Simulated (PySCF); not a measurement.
Ranking problems on computed properties.

Each SMILES stands for a single optimised conformer of the isolated species, non-relativistic unless stated; the electronic structure was computed with PySCF and density fitting.

The conformers computed, where there is a choice (atom-mapped SMILES and torsion angles):
- `[CH2:1]=[CH:2]/[C:3]([CH3:4])=[C:5](/[CH3:6])[C:7](=[O:8])[F:9]`: C1–C2–C3–C4 -1°, C3–C5–C7–O8 0°
- `[CH:1]#[C:2]/[C:3](=[CH:4]/[F:5])[CH2:6][O:7][CH2:8][CH3:9]`: C2–C3–C6–O7 -60°, C3–C6–O7–C8 166°, C6–O7–C8–C9 70°
- `[CH3:1][Si@:2]1([NH2:3])[NH:4][CH2:5][C:6]12[CH2:7][CH2:8]2`: H–N3–Si2–C1 -30°, H–N3–Si2–C1 -176°
- `[CH2:1]=[CH:2][C@@:3]1([CH3:4])[CH2:5][C@H:6]1[C:7](=[O:8])[F:9]`: C1–C2–C3–C4 2°, C5–C6–C7–O8 22°
- `[CH:1]#[C:2]/[C:3]([CH2:4][OH:5])=[C:6](\[CH3:7])[CH2:8][F:9]`: C2–C3–C4–O5 91°, C3–C6–C8–F9 56°, H–O5–C4–C3 64°
- `[N:1]#[C:2][SiH2:3][Si@H:4]([CH2:5][SiH3:6])[CH:7]([Cl:8])[Cl:9]`: C2–Si3–Si4–C5 -123°, Si3–Si4–C5–Si6 -65°, Si3–Si4–C7–Cl8 47°
- `[CH2:1]=[CH:2]/[CH:3]=[C:4](\[CH2:5][CH3:6])[C:7](=[O:8])[F:9]`: C1–C2–C3–C4 -178°, C3–C4–C5–C6 85°, C3–C4–C7–O8 180°
- `[OH:1][Si:2]([OH:3])([OH:4])[OH:5]`: H–O1–Si2–O3 166°, H–O3–Si2–O1 -43°, H–O4–Si2–O1 -167°, H–O5–Si2–O1 -75°

The conformers of `C[C@@H]1CCN([SiH](P)P)C1` and `CC1=NN([SiH3])C[C@H]1C` aren't listed.

Task: Rank by smallest rotational constant, lowest first (GFN2-xTB).
A. `C[Si@]1(N)NCC12CC2`
B. `C=C[C@@]1(C)C[C@H]1C(=O)F`
C. `C=C/C(C)=C(/C)C(=O)F`
D. `C#C/C(=C/F)COCC`

Result: D (0.705 GHz), C (0.826 GHz), B (1.008 GHz), A (1.289 GHz).

Task: Rank by HOMO–LUMO gap, lowest first (PBE0/pcSseg-1 at GFN2-xTB geometries).
A. `C[C@@H]1CCN([SiH](P)P)C1`
B. `S=c1cc1`
C. `C#C/C(CO)=C(\C)CF`
D. `ClC(Cl)[Si@H]([SiH2]C#N)C[SiH3]`
E. `C=C/C(C)=C(/C)C(=O)F`
F. `C(=C)/C=C(\CC)C(F)=O`

Result: B (4.63 eV), E (4.90 eV), F (5.05 eV), C (5.82 eV), A (6.36 eV), D (7.07 eV).

Task: Rank by HOMO energy, lowest first (PBE0/pcSseg-1 at GFN2-xTB geometries).
A. `C1C2(CC2)[Si@](N1)(N)C`
B. `CC1=NN([SiH3])C[C@H]1C`
C. `S=C1C=C1`
D. `C=C/C=C(\CC)C(=O)F`

Result: D (-7.40 eV), A (-6.23 eV), C (-6.01 eV), B (-5.68 eV).

Task: Rank by dipole moment, highest first (PBE0/pcSseg-1 at GFN2-xTB geometries).
A. `C[Si@]1(N)NCC12CC2`
B. `N#C[SiH2][Si@H](C[SiH3])C(Cl)Cl`
C. `O[Si](O)(O)O`
D. `C#C/C(=C/F)COCC`
E. `C=C[C@@]1(C)C[C@H]1C(=O)F`
F. `C=C/C(C)=C(/C)C(=O)F`
G. `C#C/C(CO)=C(\C)CF`

Result: F (4.22 D), E (3.69 D), G (3.31 D), B (2.62 D), A (1.32 D), D (1.13 D), C (0.00 D).
